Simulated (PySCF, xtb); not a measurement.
HN2, SMILES N#[NH+], charge +1.

GFN2-xTB run with xtb at its own geometry gives an orbital gap of 5.16 eV.

Coordinates come from a PBE0-D3(BJ)/def2-TZVPD optimisation. The isomer is the one that the SMILES or the coordinates give; other isomers of the formula were not compared.

Question: What does CAM-B3LYP/def2-TZVPD in PySCF give? (Estimate from the structure and the level; the computed values follow.)

Answer: gap 15.13 eV (levels -23.91 and -8.78 eV).
